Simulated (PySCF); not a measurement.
Which method gave which barrier?

Saddle point of AlH2Cl, closed shell (AlH₂Cl ([AlH2][Cl]) → AlCl + H₂; bonds formed: H2–H3; bonds broken: Al1–H2, Al1–H3), PBE0-D4/def2-TZVP structure:

Al1  (0.490, 0.461, -0.014)
H2  (0.645, -0.636, -1.122)
H3  (-0.510, -1.014, -0.462)
Cl4  (-0.624, 1.189, 1.597)
(Å)

Computed with PySCF 2.14 with density fitting (its default auxiliary sets; JK sets also for MP2 and CCSD(T)) (basis: def2-TZVPP, with def2-QZVPP for the basis limit); correlated methods freeze the cores. Extrapolation: Hartree–Fock as exp(−7.88 √X), correlation as X^−2.97. Four methods, as single points on the PBE0-D4 structures, gave these electronic barriers from the start structure: 278.2, 316.7, 327.8, 398.0 kJ/mol.

(1) The methods were, in alphabetical order, CCSD(T), HF, PBE0-D4, SPW92. Which gave which? (A judgement: the text doesn't fix the answer.)

No T1 diagnostic of these runs exceeds 0.024. The restricted Hartree–Fock reference is unstable towards an unrestricted one at one or more of these structures. A large double-excitation amplitude points to some diradical character; no triplet was computed.

## Answers

(1) Computed: SPW92 278.2; PBE0-D4 316.7; CCSD(T) 327.8; HF 398.0 kJ/mol. For comparison, CCSD(T) at an estimated basis limit (MP2 extrapolated from triple and quadruple zeta, plus CCSD(T) − MP2 in triple zeta) gives 324.8 kJ/mol.

Labels in which every atom is bracketed show which atoms are joined, not bond orders.

For scale, one of the runs: CCSD(T)/def2-TZVPP, 112 basis functions, launched by `OMP_NUM_THREADS=4 python run.py`. The run took about 7.7 s on 4 CPU threads of an AMD EPYC 9B45 (shared host).
